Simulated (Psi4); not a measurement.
Reaction (SMILES): C=O (CH2-O) → [CH-]=O + H+
B3LYP-D3(BJ)/def2-TZVP geometries, fixed; electronic energies without zero-point terms.

Effect of the treatment of two-electron integrals at PBE/cc-pVTZ with Psi4, against the last row, where the deprotonation energy is 409.52 kcal/mol.

```json
[
 {"setting": "scf_type: df", "largest shift of a total energy (mEh)": "-0.090", "shift of the deprotonation energy (kcal/mol)": "-0.044"},
 {"setting": "scf_type: cd", "largest shift of a total energy (mEh)": "-0.092", "shift of the deprotonation energy (kcal/mol)": "-0.019"},
 {"setting": "scf_type: pk", "largest shift of a total energy (mEh)": "0.000", "shift of the deprotonation energy (kcal/mol)": "0.000"}
]
```

Within 0.02 kcal/mol in the deprotonation energy: scf_type: cd. The largest shift is 0.092 mEh in a total energy and 0.044 kcal/mol in the difference.
